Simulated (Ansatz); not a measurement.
Start from `NBO` and change one atom or group to get `OBCl`.

Ansatz, PBE0-D4/def2-TZVP geometries, multiplicity 1. Each molecule was computed in one conformer, which needn't be the lowest.

| property | `NBO` |
| --- | --- |
| HOMO–LUMO gap (B3LYP/def2-TZVPP) / eV | 8.27 |
| HOMO energy (PBE0/def2-TZVPP) / eV | -7.76 |
| HOMO energy (B3LYP/def2-TZVPP) / eV | -7.51 |
| HOMO energy (PBE/def2-TZVPP) / eV | -6.31 |
| HOMO energy (ωB97M-V/def2-TZVPP) / eV | -10.16 |
| zero-point energy (PBE0-D4/def2-TZVP) / kJ/mol | 144.0 |

Question: What does the change do to each property? (An estimate is asked.)

Answer: The calculation gave: 
| property | `OBCl` | shift |
| --- | --- | --- |
| HOMO–LUMO gap (B3LYP/def2-TZVPP) / eV | 8.26 | -0.01 |
| HOMO energy (PBE0/def2-TZVPP) / eV | -9.15 | -1.39 |
| HOMO energy (B3LYP/def2-TZVPP) / eV | -8.88 | -1.37 |
| HOMO energy (PBE/def2-TZVPP) / eV | -7.71 | -1.40 |
| HOMO energy (ωB97M-V/def2-TZVPP) / eV | -11.45 | -1.29 |
| zero-point energy (PBE0-D4/def2-TZVP) / kJ/mol | 76.1 | -67.9 |

With PBE0 the HOMO falls by 1.39 eV and the LUMO falls by 1.53 eV, so the gap narrows by about 0.14 eV. PBE moves the HOMO by -1.40 eV and ωB97M-V by -1.29 eV. The zero-point energy changes by -67.9 kJ/mol with -6 modes.

B3LYP here is the variant with VWN-RPA as its local correlation; programs differ in this.
